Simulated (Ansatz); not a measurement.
Energy needed to pull apart CH4O (SMILES CO), singlet, into free ground-state atoms, from the structure below (displaced at random from its PBE0-D4/def2-TZVP minimum); no zero-point or spin–orbit terms; open-shell atoms are treated unrestricted, in their ground-state multiplicity.

```json
{"atom": "C1", "x (Å)": "-0.0778", "y (Å)": "-0.2016", "z (Å)": "-0.3233"}
{"atom": "O2", "x (Å)": "-0.1637", "y (Å)": "0.3104", "z (Å)": "1.0507"}
{"atom": "H3", "x (Å)": "-0.9074", "y (Å)": "-1.0687", "z (Å)": "-0.2754"}
{"atom": "H4", "x (Å)": "0.7708", "y (Å)": "-0.6685", "z (Å)": "-0.5565"}
{"atom": "H5", "x (Å)": "-0.2164", "y (Å)": "0.5377", "z (Å)": "-1.0256"}
{"atom": "H6", "x (Å)": "0.5326", "y (Å)": "1.0877", "z (Å)": "1.2141"}
```

Program: Ansatz 0.2.0. Basis: def2-TZVPP. Cores are frozen in the correlated methods.

| method | atomization energy (kJ/mol) |
| --- | --- |
| PBE-D4 | ? |
| r2SCAN-D4 | 2067 |
| PBE0-D4 | ? |
| wB97M-V | 2074 |
| HF | 1454 |
| MP2 | 2044 |
| CCSD | 1995 |
| CCSD(T) | 2023 |

(1) What does PBE0-D4 give? (Judge from chemistry; the value comes from the calculation.)

(2) What does PBE-D4 give? (To be estimated.)

T1 diagnostic: at most 0.010.

Results:

(1) Computed: 2058 kJ/mol, which is about 35 kJ/mol more than CCSD(T)/def2-TZVPP.

(2) The calculation gives: 2109 kJ/mol, which is about 86 kJ/mol more than CCSD(T)/def2-TZVPP.

In triple zeta the MP2 and coupled-cluster atomization energies are still short of their basis limit by a few kcal/mol a bond, whereas those of the functionals are nearly converged, so these differences are not deviations from converged CCSD(T).

For scale, one of the runs: CCSD(T)/def2-TZVPP forces, 118 basis functions (an equivalent command: `ansatz run in.yaml --threads 2`). The run took 20 s on 2 CPU threads (shared host), with 0.82 GiB of host memory at its peak.
